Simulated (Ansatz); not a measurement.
# C2H3B: the cost of one run

Computed with Ansatz 0.2.0, driven from Python. Level of theory: PBE+D3(BJ)/def2-SVP.

## Step 1: The system

Bond lengths: B1–C2 1.466 Å, C2–C3 1.177 Å, B1–H4 1.147 Å, B1–H5 1.214 Å, C3–H6 1.079 Å. Angles: B1–C2–C3 179.1°, C2–B1–H4 122.2°, C2–B1–H5 122.5°, H4–B1–H5 115.1°, C2–C3–H6 177.6°.

The script holds or builds the structure itself.

## Step 2: The script

Input file dimer.py:

```python
import ansatz

BASIS_SET = "def2-SVP"
FUNCTIONAL = "pbe"
DISPERSION = "d3bj"

FIRST = [
    ("B", (-0.8244, 0.6246, -0.3576)),
    ("C", (0.2647, -0.2226, 0.1381)),
    ("C", (1.1326, -0.9171, 0.5246)),
    ("H", (-1.7129, 0.1979, -0.9445)),
    ("H", (-0.8126, 1.8338, -0.2486)),
    ("H", (1.9528, -1.5165, 0.888)),
]
SECOND = [
    ("B", (3.1892, 0.9299, -0.5626)),
    ("C", (2.6945, 1.3036, 0.7661)),
    ("C", (2.2894, 1.6195, 1.8249)),
    ("H", (3.1937, 1.6654, -1.4429)),
    ("H", (3.547, -0.1984, -0.8327)),
    ("H", (1.9184, 1.8652, 2.8078)),
]

def energy(atoms, ghosts=()):
    molecule = ansatz.Crystal.molecule()
    for symbol, xyz in atoms:
        molecule = molecule.atom(symbol, xyz)
    calc = (
        molecule.calculation()
        .basis(gaussian=BASIS_SET)
        .functional(FUNCTIONAL, dispersion=DISPERSION)
    )
    deck = calc.input()
    if ghosts:
        deck = deck.set(ansatz.key.basis.gaussian.ghost_atoms, [{"symbol": s, "position_ang": list(xyz)} for s, xyz in ghosts])
    return ansatz.Session.from_dict(deck).plan().execute().report["free_energy_ev"]


def main() -> None:
    both = energy(FIRST + SECOND)
    alone = energy(FIRST) + energy(SECOND)
    ghosted = energy(FIRST, SECOND) + energy(SECOND, FIRST)
    print(f"dimer {both:.6f} eV")
    print(f"interaction, uncorrected   {23.060548 * (both - alone):8.3f} kcal/mol")
    print(f"interaction, counterpoise  {23.060548 * (both - ghosted):8.3f} kcal/mol")
    print(f"basis-set superposition    {23.060548 * (alone - ghosted):8.3f} kcal/mol")


if __name__ == "__main__":
    main()
```

## Step 3: The input behind the calls

The engine receives this input (first run):

```yaml
crystal:
  periodic: [false, false, false]
  atoms:
    - { symbol: B, position_ang: [-0.8244, 0.6246, -0.3576] }
    - { symbol: C, position_ang: [0.2647, -0.2226, 0.1381] }
    - { symbol: C, position_ang: [1.1326, -0.9171, 0.5246] }
    - { symbol: H, position_ang: [-1.7129, 0.1979, -0.9445] }
    - { symbol: H, position_ang: [-0.8126, 1.8338, -0.2486] }
    - { symbol: H, position_ang: [1.9528, -1.5165, 0.888] }
    - { symbol: B, position_ang: [3.1892, 0.9299, -0.5626] }
    - { symbol: C, position_ang: [2.6945, 1.3036, 0.7661] }
    - { symbol: C, position_ang: [2.2894, 1.6195, 1.8249] }
    - { symbol: H, position_ang: [3.1937, 1.6654, -1.4429] }
    - { symbol: H, position_ang: [3.547, -0.1984, -0.8327] }
    - { symbol: H, position_ang: [1.9184, 1.8652, 2.8078] }
basis:
  gaussian:
    orbitals: def2-SVP
hamiltonian:
  xc: pbe
  dispersion: d3bj
```

## Step 4: Launch

On the command line:

```console
$ python dimer.py
```

**Question.** How long does this script take on 1 thread of Arm Neoverse V1, shared host, and how much memory does it need?

About 8.7 s, with a peak of 0.2 GiB.
